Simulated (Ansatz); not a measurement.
# B2H2Cl radical: functionals against CCSD(T) at one geometry

The task here is to estimate one member of a computed series from the others.

Method: single points in def2-TZVPP; program: Ansatz 0.2.0, Gaussian basis.

Correlated methods freeze the cores. Orbitals are unrestricted.

## The starting structure

SMILES `[BH]BCl`, 5 atoms, charge 0, spin multiplicity 2.

Atoms are counted from 1 here; the program's logs count them from 0.

Bond lengths: B1–B2 1.566 Å, B1–H4 1.046 Å, B2–Cl3 1.766 Å, B2–H5 0.955 Å. Angles: B2–B1–H4 167.7°, B1–B2–Cl3 123.2°, B1–B2–H5 118.8°, Cl3–B2–H5 117.1°.

As a file:

```xyz
5
charge 0, multiplicity 2
B    -0.8882    0.1828   -0.4488
B     0.5454    0.0499    0.1676
Cl    1.1595   -1.4481    0.8741
H    -1.7493    0.4270   -0.9908
H     1.1743    0.7540    0.0264
```

The first run:

File run/in.yaml:

```yaml
crystal:
  periodic: [false, false, false]
  atoms:
    - {symbol: B, position_ang: [-0.888200, 0.182800, -0.448800]}
    - {symbol: B, position_ang: [0.545400, 0.049900, 0.167600]}
    - {symbol: Cl, position_ang: [1.159500, -1.448100, 0.874100]}
    - {symbol: H, position_ang: [-1.749300, 0.427000, -0.990800]}
    - {symbol: H, position_ang: [1.174300, 0.754000, 0.026400]}
basis:
  gaussian: {orbitals: def2-TZVPP}
magnetization: {spin_polarized: true, initial_magnetization: 1}
correlation: {method: ccsd_t}
scf: {omitted_lower_state_checks: [cluster_reference]}
output: {forces: true}
```

The command line of these runs was not kept.

Among the steps run: CCSD(T)/def2-TZVPP; PBE0-D4/def2-TZVPP; wB97M-V/def2-TZVPP; r2SCAN-D4/def2-TZVPP; PBE-D4/def2-TZVPP; BHLYP-D4/def2-TZVPP; revPBE-D4/def2-TZVPP.

One of the session's tables, all rows but one given; the rest of the session is left out.

| method | RMS force component (eV/Å) | angle to CCSD(T) forces (°) | dipole (D) |
| --- | --- | --- | --- |
| CCSD(T) | 4.188 | reference | 2.14 |
| PBE0-D4 | 4.264 | 1.5 | 2.17 |
| wB97M-V | 4.139 | 1.5 | 2.23 |
| r2SCAN-D4 | 4.230 | 1.6 | 2.09 |
| PBE-D4 | ? | ? | ? |
| BHLYP-D4 | 4.106 | 1.6 | 2.29 |
| revPBE-D4 | 4.271 | 1.6 | 1.97 |

**Question.** Estimate the row for PBE-D4.

As computed: RMS force component (eV/Å): 4.284; angle to CCSD(T) forces (°): 1.8; dipole (D): 1.97. In the column «RMS force component (eV/Å)» it is the highest.
